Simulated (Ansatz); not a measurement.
Kohn–Sham single points on H7NSi2 (`N[SiH2][SiH3]`).

```yaml
crystal:
  periodic: [false, false, false]
  atoms:
    - {symbol: N, position_ang: [-1.517445, 0.536771, -0.762235]}
    - {symbol: Si, position_ang: [0.155174, 0.760901, -0.407503]}
    - {symbol: Si, position_ang: [0.870236, -0.993725, 0.967019]}
    - {symbol: H, position_ang: [-1.837739, -0.354127, -1.106357]}
    - {symbol: H, position_ang: [-2.042225, 1.288436, -1.180876]}
    - {symbol: H, position_ang: [0.290724, 2.067151, 0.292858]}
    - {symbol: H, position_ang: [1.065580, 0.820925, -1.594764]}
    - {symbol: H, position_ang: [0.557308, -2.303712, 0.328059]}
    - {symbol: H, position_ang: [0.198704, -0.953306, 2.293797]}
    - {symbol: H, position_ang: [2.342884, -0.920413, 1.173001]}
basis:
  gaussian: {orbitals: def2-TZVPP}
hamiltonian: {xc: {name: B3LYP}, dispersion: d4}
output: {forces: true, orbitals: {seedname: orbitals}}
```

```sh
$ ansatz run in.yaml --threads 2 --pin off --events-out ev --progress --plain --max-ram 32768MiB --backend cpu
```

It prints (some lines left out):

```
Functional definition: B3LYP
  name "B3LYP"
  cite "Stephens, Devlin, Chabalowski & Frisch, J. Phys. Chem. 98, 11623 (1994) doi:10.1021/j100096a001"
  cite "Becke, Phys. Rev. A 38, 3098 (1988) doi:10.1103/PhysRevA.38.3098"
  cite "Lee, Yang & Parr, Phys. Rev. B 37, 785 (1988) doi:10.1103/PhysRevB.37.785"
  cite "Vosko, Wilk & Nusair, Can. J. Phys. 58, 1200 (1980) doi:10.1139/p80-159"
  parameter a0 = 0.2
  parameter ax = 0.72
  parameter ac = 0.81
  exchange = (1 - a0 - ax)*slater_x + ax*b88_x + a0*exact_x
  correlation = (1 - ac)*vwn_rpa_c + ac*lyp_c
1150 factors; their error is unknown
mean field evaluation 1: about -17355.0933 eV, gradient 6.2e1 eV
mean field evaluation 2: about -17341.7006 eV, gradient 9.4e1 eV
mean field evaluation 4: about -17362.3465 eV, gradient 2.4e0 eV
mean field evaluation 8: about -17362.3833 eV, gradient 4.1e-2 eV
mean field -17362.38329325 eV, -638.0558173807 hartree, gradient 5.6e-5 eV, S^2 0.000000; 0 other end points of the search recorded, 0 dependent functions left out
the calculation of the forces begins
reference -17362.38356939 eV, -638.0558275289 hartree; 21, 21 occupied and 192, 192 virtual orbitals, 1150 factors
Total energy: -17362.68418329 eV, -638.0668748859 hartree
Atom 0 at    -1.517445     0.536771    -0.762235 Å, force    -0.054340    -0.005560    -0.029867 eV/Å
Atom 1 at     0.155174     0.760901    -0.407503 Å, force     0.178969     0.129440    -0.003638 eV/Å
Atom 2 at     0.870236    -0.993725     0.967019 Å, force     0.041657    -0.099869     0.074834 eV/Å
Atom 3 at    -1.837739    -0.354127    -1.106357 Å, force    -0.038081     0.001635    -0.008789 eV/Å
Atom 4 at    -2.042225     1.288436    -1.180876 Å, force    -0.038482    -0.012297    -0.006089 eV/Å
Atom 5 at     0.290724     2.067151     0.292858 Å, force    -0.009218    -0.071792    -0.046484 eV/Å
Atom 6 at     1.065580     0.820925    -1.594764 Å, force    -0.054912     0.001854     0.061832 eV/Å
Atom 7 at     0.557308    -2.303712     0.328059 Å, force     0.018645     0.072583     0.040724 eV/Å
Atom 8 at     0.198704    -0.953306     2.293797 Å, force     0.042397    -0.006503    -0.075914 eV/Å
Atom 9 at     2.342884    -0.920413     1.173001 Å, force    -0.086635    -0.009489    -0.006610 eV/Å
Dipole moment:    -0.208661     0.014237    -0.216969 e Å
```

It took 11 s on 2 threads of a server CPU on a shared host, with 0.51 GiB of host memory at the peak.

With the line `hamiltonian: {xc: pbe0, dispersion: d4}` and no forces (abridged; 7.5 s):

```
Functional definition: PBE0
mean field -17352.41804676 eV, -637.6896013269 hartree, gradient 8.2e-5 eV, S^2 0.000000
Total energy: -17352.57555947 eV, -637.6953898122 hartree
```

Changing it to `hamiltonian: {xc: lda}` and no forces (abridged; 2.7 s):

```
Functional definition: SPW92
mean field evaluation 16: about -17283.8479 eV, gradient 2.9e-4 eV
mean field -17283.84787026 eV, -635.1696938192 hartree, gradient 6.8e-5 eV, S^2 0.000000
Total energy: -17283.84791190 eV, -635.1696953494 hartree
```

The same input with `hamiltonian: {xc: {name: r2SCANh}, dispersion: d4}` and no forces (abridged; 11 s):

```
Functional definition: r2SCANh
mean field evaluation 16: about -17358.4115 eV, gradient 5.2e-5 eV
mean field -17358.41148623 eV, -637.9098561649 hartree, gradient 5.2e-5 eV, S^2 0.000000
Total energy: -17358.45952947 eV, -637.9116217217 hartree
```

The same input with `hamiltonian: {xc: {name: r2SCAN0}, dispersion: d4}` and no forces (abridged; 8 s):

```
Functional definition: r2SCAN0
mean field -17358.20749197 eV, -637.9023595142 hartree, gradient 7.3e-5 eV, S^2 0.000000
Total energy: -17358.26076211 eV, -637.9043171559 hartree
```

With the line `hamiltonian: {xc: {name: BLYP}, dispersion: d4}` and no forces (abridged; 4.3 s):

```
Functional definition: BLYP
mean field evaluation 16: about -17359.9296 eV, gradient 2.8e-4 eV
mean field -17359.92955352 eV, -637.9656441091 hartree, gradient 6.5e-5 eV, S^2 0.000000
Total energy: -17360.33436027 eV, -637.9805204828 hartree
```

B3LYP takes the VWN-RPA correlation (the form of Gaussian; ORCA's B3LYP/G).
